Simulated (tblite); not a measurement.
A tight-binding relaxation on `CC[N]C(C)=S` [radical].

Computed with GFN2-xTB geometry optimisation, gas phase (tblite 0.8.0). Start geometry: from a force field or distance geometry. A driver script takes a list of jobs; this job's settings line and coordinates (Å) are shown.

Command:
```bash
OMP_NUM_THREADS=1 python probes_run.py task.json out
```

Input:
```
{"job": {"kind": "relax", "xc": "GFN2-xTB", "basis": "xTB"}, "charge": 0, "multiplicity": 2}
C     -2.081500    -0.141000     0.129000
C     -0.911000    -0.805700     0.756300
N      0.140400     0.030500     1.235700
C      1.043700     0.813400     0.469700
C      2.352600     0.296200    -0.004800
S      0.587700     2.358700     0.140500
H     -1.931700     0.204000    -0.908500
H     -2.910600    -0.902300     0.197500
H     -2.435500     0.661400     0.815700
H     -1.352000    -1.314200     1.679800
H     -0.555500    -1.675500     0.141900
H      3.059800     1.149600    -0.188000
H      2.188900    -0.263100    -0.934700
H      2.804200    -0.412500     0.727700
```

Output:
```
step      E/eV     max force
  0    -509.35982    3.872
  1    -509.78346    1.568
  2    -509.87425    1.254
  3    -509.95215    0.762
  4    -509.99717    0.582
  5    -510.02482    0.395
  6    -510.04225    0.320
  7    -510.05521    0.278
  8    -510.06305    0.266
  9    -510.06993    0.225
... (123 lines left out)
133    -510.63865    0.058
134    -510.63900    0.049
135    -510.63935    0.041
136    -510.63972    0.064
137    -510.64015    0.068
138    -510.64039    0.070
139    -510.64059    0.047
140    -510.64070    0.015
141    -510.64074    0.011
142    -510.64076    0.008
```

«max force» is the largest atomic force in eV/Å.

Problem. From which step on does the largest force stay under 0.1 eV/Å, and how much energy is left to gain from there?

Solution. From step 128 (0.048 eV/Å), 4.4 meV above the end.

Main results: energy lowered by 29.5 kcal/mol over 142 steps; largest atomic force 0.008 eV/Å at the end.

Problem. How long does this job take on Intel Xeon at 2.50 GHz, one thread (shared host)?

Solution. About 2.5 s.
Labels such as C1 count atoms from 1, the log's own numbers from 0.
